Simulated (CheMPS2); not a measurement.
# SiH (SMILES [SiH]): DMRG/3-21G

Aim: the vertical doublet–quartet gap of SiH at DMRG/3-21G, from 2 runs. 

The results are computed with CheMPS2 1.8.12.

4 further runs of the same task are left out: 1 that didn't finish, 3 set aside as unsound or not needed.

**1. The system as given**

SiH: 2 atoms, total charge 0, spin state doublet. As SMILES, `[SiH]`. Geometry: relaxed at GFN2-xTB.

Bond lengths: Si1–H2 1.517 Å.

**2. The energy at DMRG/3-21G**

Input file integrals.py:

```python
from pyscf import ao2mo, cc, dft, gto, mcscf, mp, scf
from pyscf.tools import fcidump

mol = gto.M(atom="""
Si     0.000000     0.000000     0.000000
H      0.000000     0.000000     1.516560
""", basis="3-21g", charge=0, spin=1, verbose=4, max_memory=2000)
print("basis functions = %d" % (mol.nao))
mf = scf.ROHF(mol)
mf.conv_tol = 1e-10
mf.max_cycle = 200
mf.kernel()
if not mf.converged:
    mf = mf.newton().run(mf.mo_coeff, mf.mo_occ)
print(f"E(HF) = {mf.e_tot:.10f}")
# single-reference ladder for comparison
ref = scf.UHF(mol).run(mf.make_rdm1(), conv_tol=1e-10)
pt = mp.MP2(ref, frozen=5).run()
mycc = cc.CCSD(ref, frozen=5)
mycc.max_cycle = 150
mycc.kernel()
print("E(MP2) = %.10f" % (pt.e_tot))
if mycc.converged:
    print("CCSD total energy = %.10f" % (mycc.e_tot))
    print("E(CCSD(T)) = %.10f" % (mycc.e_tot + mycc.ccsd_t()))
# a few density functionals on the same geometry and basis
ks = dft.UKS(mol, xc="camb3lyp").set(conv_tol=1e-9, verbose=3).run(mf.make_rdm1())
if ks.converged:
    print(f"E(CAM-B3LYP) = {ks.e_tot:.8f}")
ks = dft.UKS(mol, xc="blyp").set(conv_tol=1e-9, verbose=3).run(mf.make_rdm1())
if ks.converged:
    print("E(BLYP) = %.8f" % (ks.e_tot))
ks = dft.UKS(mol, xc="tpss").set(conv_tol=1e-9, verbose=3).run(mf.make_rdm1())
if ks.converged:
    print(f"E(TPSS) = {ks.e_tot:.8f}")
# CCSD natural orbitals
occ_no, mo = mcscf.addons.make_natural_orbitals(cc.CCSD(mf.to_uhf(), frozen=5).run())
mf.mo_coeff = mo
# write the integrals of the correlated orbitals
cas = mcscf.CASCI(mf, 10, 5)
h1, ecore = cas.get_h1eff()
fcidump.from_integrals("FCIDUMP", h1, cas.get_h2eff(), 10, 5, nuc=ecore, ms=1)
# exact diagonalisation in the same space
ci = mcscf.CASCI(mf, 10, (3, 2))
ci.fix_spin_(ss=0.75)
ci.fcisolver.conv_tol = 1e-10
ci.fcisolver.max_cycle = 200
ci.kernel()
print("exact diagonalisation = %.10f" % (ci.e_tot))
```

Input file dmrg.input:

```
FCIDUMP = FCIDUMP
GROUP = 0
MULTIPLICITY = 2
NELECTRONS = 5
IRREP = 0
EXCITATION = 0
SWEEP_STATES = 50, 75, 100, 100
SWEEP_ENERGY_CONV = 1e-05, 1e-05, 1e-05, 1e-07
SWEEP_MAX_SWEEPS = 4, 2, 4, 6
SWEEP_NOISE_PREFAC = 0.05, 0.05, 0.005, 0.0
SWEEP_DVDSON_RTOL = 1e-04, 1e-04, 1e-04, 1e-05
NOCC = 0
NACT = 10
NVIR = 0
MOLCAS_FIEDLER = TRUE
PRINT_CORR = TRUE
TMP_FOLDER = .
```

Started as:

```sh
python integrals.py && chemps2 --file=dmrg.input
```

What it wrote:

```text
$ python integrals.py

[INPUT] verbose = 4
[INPUT] num. atoms = 2
[INPUT] num. electrons = 15
[INPUT] charge = 0
[INPUT] spin (= nelec alpha-beta = 2S) = 1
[INPUT] symmetry False subgroup None
[INPUT] Mole.unit = angstrom
[INPUT] Symbol           X                Y                Z      unit          X                Y                Z       unit  Magmom
[INPUT]  1 Si     0.000000000000   0.000000000000   0.000000000000 AA    0.000000000000   0.000000000000   0.000000000000 Bohr   0.0
[INPUT]  2 H      0.000000000000   0.000000000000   1.516560000000 AA    0.000000000000   0.000000000000   2.865883051470 Bohr   0.0

nuclear repulsion = 4.88505628058237
number of shells = 9
number of NR pGTOs = 30
number of NR cGTOs = 15
basis = 3-21g
ecp = {}
CPU time:         0.33
basis functions = 15

******** <class 'pyscf.scf.rohf.ROHF'> ********
method = ROHF
initial guess = minao
damping factor = 0
level_shift factor = 0
DIIS = <class 'pyscf.scf.diis.CDIIS'>
diis_start_cycle = 1
diis_space = 8
diis_damp = 0
SCF conv_tol = 1e-10
SCF conv_tol_grad = None
SCF max_cycles = 200
direct_scf = True
direct_scf_tol = 1e-13
chkfile to save SCF result = tmpou2bi02x
max_memory 2000 MB (current use 108 MB)
num. doubly occ = 7  num. singly occ = 1
Set gradient conv threshold to 1e-05
init E= -287.419269983111

WARN: HOMO -0.063470033219194 >= LUMO -0.0634700332191969

[... 73 lines left out ...]
converged SCF energy = -287.907039926752  <S^2> = 0.753231  2S+1 = 2.0032284
[... 35 lines left out ...]
UCCSD converged
[... 14 lines left out ...]
converged SCF energy = -288.451429710184  <S^2> = 0.75085878  2S+1 = 2.0008586
[... 21 lines left out ...]
converged SCF energy = -288.473701405593  <S^2> = 0.75119276  2S+1 = 2.0011924
[... 27 lines left out ...]
UCCSD converged
[... 30 lines left out ...]
CASCI converged
[... 59 lines left out ...]
***     Maximum discarded weight = 0
[... 21 lines left out ...]
***     Maximum discarded weight = 8.58860933689221e-09
[... 7 lines left out ...]
***     Maximum discarded weight = 2.72819762629219e-08
[... 6 lines left out ...]
***     Maximum discarded weight = 2.20781397199209e-08
[... 13 lines left out ...]
***     Minimum energy           = -287.952729969023
[... 6 lines left out ...]
***     Minimum energy           = -287.952729969023
[... 8 lines left out ...]
***     Maximum discarded weight during the last sweep     = 2.41954437724759e-43
[... 6 lines left out ...]
***     Maximum discarded weight = 0
[... 6 lines left out ...]
***     Maximum discarded weight = 0
[... 13 lines left out ...]
***     Minimum energy           = -287.952729973059
[... 6 lines left out ...]
***     Minimum energy           = -287.952729973059
[... 8 lines left out ...]
***     Maximum discarded weight during the last sweep     = 0
[... 57 lines left out ...]
--------------------------------------------------------
Density correlation function = < n_i n_j > - < n_i > * < n_j >
Hamiltonian index order is used!

   Columns 1 to 8

    0.048736    0.008751   -0.007266    0.000668   -0.038673   -0.001453   -0.001181   -0.006168
    0.008751    0.107584   -0.069255    0.000121   -0.026204   -0.011138   -0.003468   -0.001203
   -0.007266   -0.069255    0.075264    0.000008   -0.000152   -0.000272    0.001881   -0.000024
[... 6 lines of this table left out ...]
   -0.001806   -0.003767   -0.000151   -0.050595    0.000465    0.001756    0.000159    0.000726

   Columns 9 to 10

   -0.001608   -0.001806
   -0.001420   -0.003767
   -0.000033   -0.000151
[... 6 lines of this table left out ...]
    0.000006    0.053207

--------------------------------------------------------
Singlet diradical correlation function = < d_i,up d_j,down > + < d_i,down d_j,up > - < d_i,up > * < d_j,down > - < d_i,down > * < d_j,up >
Hamiltonian index order is used!

   Columns 1 to 8

   -0.000070    0.007977    0.000356   -0.000258    0.001499    0.000599    0.000316    0.001604
    0.007977   -0.000069    0.000307   -0.000693    0.000801    0.002795    0.000339    0.000442
    0.000356    0.000307   -0.000002   -0.000095    0.000002   -0.000001    0.001967    0.000008
[... 6 lines of this table left out ...]
    0.000607    0.000811    0.000057   -0.026326    0.000174    0.001375    0.000079    0.000540

   Columns 9 to 10

    0.000196    0.000607
    0.000191    0.000811
    0.000000    0.000057
[... 6 lines of this table left out ...]
    0.000013   -0.001555

--------------------------------------------------------
Two-orbital mutual information = 0.5 * ( s1(i) + s1(j) - s2(i,j) ) * ( 1 - delta(i,j) )
Hamiltonian index order is used!

   Columns 1 to 8

    0           0.026530    0.005305    0.001195    0.046625    0.001506    0.001303    0.011190
    0.026530    0           0.077706    0.004222    0.025039    0.018926    0.003641    0.001856
    0.005305    0.077706    0           0.000851    0.001612    0.002699    0.009601    0.000090
[... 6 lines of this table left out ...]
    0.000711    0.002001    0.000505    0.201400    0.000119    0.002185    0.000141    0.000689

   Columns 9 to 10

    0.001786    0.000711
    0.001364    0.002001
    0.000086    0.000505
[... 4 lines of this table left out ...]
    0.000689    0.000689
    0           0.000015
    0.000015    0

--------------------------------------------------------
```

It took 3.3 s on 1 thread of Intel Xeon 6975P-C (Granite Rapids), shared host; peak memory 0.15 GiB.

**3. The quartet: the energy at DMRG/3-21G**

Input file prepare.py:

```python
import numpy as np
from pyscf import ao2mo, cc, dft, gto, lo, mcscf, mp, scf
from pyscf.tools import fcidump

mol = gto.M(atom=[
    ("Si", (0.000000, 0.000000, 0.000000)),
    ("H", (0.000000, 0.000000, 1.516560)),
], basis="3-21g", spin=3, verbose=4)
print("basis functions = %d" % (mol.nao))
mf = scf.ROHF(mol)
mf.conv_tol = 1e-10
mf.max_cycle = 200
mf.kernel()
if not mf.converged:
    mf = mf.newton().run(mf.mo_coeff, mf.mo_occ)
print("E(SCF) = %.10f" % (mf.e_tot))
# MP2, CCSD and CCSD(T) with the same frozen core
ref = scf.UHF(mol).run(mf.make_rdm1(), conv_tol=1e-10)
pt = mp.MP2(ref, frozen=5).run()
mycc = cc.CCSD(ref, frozen=5)
mycc.max_cycle = 150
mycc.kernel()
print(f"E(MP2) = {pt.e_tot:.10f}")
if mycc.converged:
    print(f"E(CCSD) = {mycc.e_tot:.10f}")
    print("E(CCSD(T)) = %.10f" % (mycc.e_tot + mycc.ccsd_t()))
# a few density functionals on the same geometry and basis
ks = dft.UKS(mol, xc="camb3lyp").set(conv_tol=1e-9, verbose=3).run(mf.make_rdm1())
if ks.converged:
    print("E(CAM-B3LYP) = %.8f" % (ks.e_tot))
ks = dft.UKS(mol, xc="blyp").set(conv_tol=1e-9, verbose=3).run(mf.make_rdm1())
if ks.converged:
    print(f"E(BLYP) = {ks.e_tot:.8f}")
ks = dft.UKS(mol, xc="tpss").set(conv_tol=1e-9, verbose=3).run(mf.make_rdm1())
if ks.converged:
    print(f"E(TPSS) = {ks.e_tot:.8f}")
# localise doubly occupied and virtual orbitals apart
mo = mf.mo_coeff.copy()
for a, b in ((5, 6), (9, 15)):
    if b - a > 1:
        mo[:, a:b] = lo.PM(mol, mo[:, a:b]).kernel()
mf.mo_coeff = mo
# write the integrals of the correlated orbitals
cas = mcscf.CASCI(mf, 10, 5)
h1, ecore = cas.get_h1eff()
fcidump.from_integrals("FCIDUMP", h1, cas.get_h2eff(), 10, 5, nuc=ecore, ms=3)
# exact diagonalisation in the same space
ci = mcscf.CASCI(mf, 10, (4, 1))
ci.fix_spin_(ss=3.75)
ci.fcisolver.conv_tol = 1e-10
ci.fcisolver.max_cycle = 200
ci.kernel()
print(f"E(FCI) = {ci.e_tot:.10f}")
```

Input file chemps2.input:

```
FCIDUMP = FCIDUMP
GROUP = 0
MULTIPLICITY = 4
NELECTRONS = 5
IRREP = 0
EXCITATION = 0
SWEEP_STATES = 25, 50, 75, 100, 100
SWEEP_ENERGY_CONV = 1e-04, 1e-04, 1e-04, 1e-04, 1e-06
SWEEP_MAX_SWEEPS = 2, 4, 2, 3, 6
SWEEP_NOISE_PREFAC = 0.5, 0.05, 0.05, 0.005, 0.0
SWEEP_DVDSON_RTOL = 3e-05, 3e-05, 3e-05, 3e-05, 3e-06
NOCC = 0
NACT = 10
NVIR = 0
MOLCAS_FIEDLER = FALSE
PRINT_CORR = TRUE
TMP_FOLDER = .
```

Started as:

```sh
python prepare.py && chemps2 --file=chemps2.input
```

What it wrote:

```text
$ python prepare.py

[INPUT] verbose = 4
[INPUT] num. atoms = 2
[INPUT] num. electrons = 15
[INPUT] charge = 0
[INPUT] spin (= nelec alpha-beta = 2S) = 3
[INPUT] symmetry False subgroup None
[INPUT] Mole.unit = angstrom
[INPUT] Symbol           X                Y                Z      unit          X                Y                Z       unit  Magmom
[INPUT]  1 Si     0.000000000000   0.000000000000   0.000000000000 AA    0.000000000000   0.000000000000   0.000000000000 Bohr   0.0
[INPUT]  2 H      0.000000000000   0.000000000000   1.516560000000 AA    0.000000000000   0.000000000000   2.865883051470 Bohr   0.0

nuclear repulsion = 4.88505628058237
number of shells = 9
number of NR pGTOs = 30
number of NR cGTOs = 15
basis = 3-21g
ecp = {}
CPU time:         0.34
basis functions = 15

******** <class 'pyscf.scf.rohf.ROHF'> ********
method = ROHF
initial guess = minao
damping factor = 0
level_shift factor = 0
DIIS = <class 'pyscf.scf.diis.CDIIS'>
diis_start_cycle = 1
diis_space = 8
diis_damp = 0
SCF conv_tol = 1e-10
SCF conv_tol_grad = None
SCF max_cycles = 200
direct_scf = True
direct_scf_tol = 1e-13
chkfile to save SCF result = tmp8bgx7e7w
max_memory 1800 MB (current use 108 MB)
num. doubly occ = 6  num. singly occ = 3
Set gradient conv threshold to 1e-05
[... 75 lines left out ...]
converged SCF energy = -287.878182828626  <S^2> = 3.7508752  2S+1 = 4.0004376
[... 62 lines left out ...]
WARN: HOMO -0.174686255217452 >= LUMO -0.218045952776978
[... 7 lines left out ...]
WARN: HOMO -0.163797470243031 >= LUMO -0.21497141288862
[... 7 lines left out ...]
converged SCF energy = -288.381179449837  <S^2> = 3.7504976  2S+1 = 4.0002488
[... 17 lines left out ...]
WARN: HOMO -0.182559276195025 >= LUMO -0.217115330557092
[... 7 lines left out ...]
WARN: HOMO -0.182577239800426 >= LUMO -0.216762945880625
[... 106 lines left out ...]
***     Minimum energy           = -287.905109552429
[... 29 lines left out ...]
***     Minimum energy           = -287.911074000008
[... 15 lines left out ...]
***     Maximum discarded weight during the last sweep     = 3.89836938584757e-05
[... 13 lines left out ...]
***     Maximum discarded weight = 4.36151522773172e-08
[... 14 lines left out ...]
***     Maximum discarded weight = 6.7359565727709e-07
[... 20 lines left out ...]
***     Minimum energy           = -287.911222334508
[... 15 lines left out ...]
***     Maximum discarded weight = 0
[... 20 lines left out ...]
***     Minimum energy           = -287.91122233517
[... 15 lines left out ...]
***     Maximum discarded weight during the last sweep     = 0
[... 57 lines left out ...]
--------------------------------------------------------
Density correlation function = < n_i n_j > - < n_i > * < n_j >
Hamiltonian index order is used!

   Columns 1 to 8

    0.064752   -0.006976    0.001346    0.001346   -0.045825   -0.003539   -0.003017   -0.002811
   -0.006976    0.009864    0.000039    0.000039    0.000770   -0.001250   -0.000778   -0.000680
    0.001346    0.000039    0.003857    0.000959   -0.000663   -0.000948   -0.000434   -0.000990
[... 6 lines of this table left out ...]
   -0.002466   -0.000346   -0.000105   -0.000105    0.000094    0.000107    0.000198    0.000104

   Columns 9 to 10

   -0.002811   -0.002466
   -0.000680   -0.000346
   -0.003061   -0.000105
[... 6 lines of this table left out ...]
    0.000104    0.002415

--------------------------------------------------------
Singlet diradical correlation function = < d_i,up d_j,down > + < d_i,down d_j,up > - < d_i,up > * < d_j,down > - < d_i,down > * < d_j,up >
Hamiltonian index order is used!

   Columns 1 to 8

   -0.000194   -0.002080   -0.002743   -0.002743    0.004694    0.001551    0.000722    0.000722
   -0.002080   -0.490181   -0.158307   -0.158307   -0.001786   -0.000381   -0.000586   -0.000977
   -0.002743   -0.158307   -0.496141   -0.165062   -0.001889   -0.000582   -0.000257   -0.000905
[... 6 lines of this table left out ...]
    0.000413   -0.000192   -0.000047   -0.000047    0.000116    0.000091    0.000196    0.000070

   Columns 9 to 10

    0.000721    0.000413
   -0.000977   -0.000192
   -0.001910   -0.000047
[... 6 lines of this table left out ...]
    0.000070   -0.000001

--------------------------------------------------------
Two-orbital mutual information = 0.5 * ( s1(i) + s1(j) - s2(i,j) ) * ( 1 - delta(i,j) )
Hamiltonian index order is used!

   Columns 1 to 8

    0           0.021963    0.003895    0.003895    0.068904    0.005451    0.003942    0.003892
    0.021963    0           0.124306    0.124306    0.013020    0.002568    0.002394    0.002318
    0.003895    0.124306    0           0.144659    0.001198    0.001842    0.000699    0.002087
[... 6 lines of this table left out ...]
    0.003828    0.000919    0.000133    0.000133    0.001018    0.000438    0.000871    0.000141

   Columns 9 to 10

    0.003892    0.003828
    0.002318    0.000919
    0.012494    0.000133
[... 4 lines of this table left out ...]
    0.001920    0.000141
    0           0.000141
    0.000141    0

--------------------------------------------------------
```

Run time: 3.1 s. Hardware: 1 thread of Intel Xeon 6975P-C (Granite Rapids), shared host; peak memory 0.15 GiB.

**4. Outcome**

At DMRG/3-21G, 5 core orbitals frozen:

```
                                        quantity          value
                 run 1, DMRG/3-21G: total energy  -287.95273 Eh
                           quartet: total energy  -287.91122 Eh
vertical energy of the quartet above the doublet       1.129 eV
```

In words: At this shape the quartet lies 1.13 eV (26 kcal/mol) above the doublet.
